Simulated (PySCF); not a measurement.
Simulated absorption spectrum

C5H8O.
SMILES: `C[C@@H]1C=CCO1`

Computed with TDDFT PBE0/def2-SVPD, vertical, gas phase, core orbitals frozen in the response (PySCF 2.14.0, density-fitted response routines). Geometry: GFN2-xTB; no solvent, vibrations or thermal averaging.

Each state is given a Gaussian of 0.25 eV full width at half maximum, with ε(max) = 2.175×10⁸ f / Δν̃ (Δν̃ the width in cm⁻¹). The width is an assumption, not a result. The curve ends short of the highest state used, and states not computed would add to its high-energy end.

λ (nm), ε (L mol⁻¹ cm⁻¹) and a bar:
```
    175.5        890 ###
    177.6        247 #
    179.6         43 
    181.7          5 
    183.7          8 
    185.8         35 
    187.8         95 
    189.8        162 #
    191.9        181 #
    193.9        134 
    196.0         79 
    198.0        132 
    200.1        580 ##
    202.1       1906 ######
    204.2       4615 ###############
    206.2       7664 #########################
    208.3       9366 ##############################
    210.3       8416 ###########################
    212.4       5600 ##################
    214.4       2915 #########
    216.4       1189 ####
    218.5        362 #
    220.5         93 
    222.6         18
```

(1) Where are the band maxima, and which computed states make them?

(2) Does any computed singlet lie in the visible range?

(3) Coming from long wavelengths, where does ε first pass 100 L mol⁻¹ cm⁻¹?

(4) On this curve, what absorbance would a 10⁻⁴ mol/L sample give at 193 nm over a 1 cm path?

## Answers

(1) 209 nm (5.94 eV), ε about 9400, made up of S1 (100%); 191 nm (6.48 eV), ε about 180, made up of S2 (100%) (ε in L mol⁻¹ cm⁻¹; maxima over ε = 5, shares over 10%). At its high-energy end, 7.06 eV, the curve is still rising (ε about 840, from S3). The states used: S1 5.95 eV (f 0.087); S2 6.48 eV (f 0.0017); S3 7.20 eV (f 0.017); S4 7.44 eV (f 0.025); S5 7.53 eV (f 0.060); S6 7.66 eV (f 0.091).

(2) No computed singlet lies in the visible range (380 to 750 nm); the lowest, at 209 nm, stands 2.68 eV above its violet end (3.26 eV).

(3) At about 220 nm (5.63 eV), 0.32 eV below S1.

(4) 193 nm is 6.424 eV, where ε is about 160 L mol⁻¹ cm⁻¹, so A = ε c l ≈ 0.016 (Beer–Lambert, with the gas-phase spectrum and the assumed width).
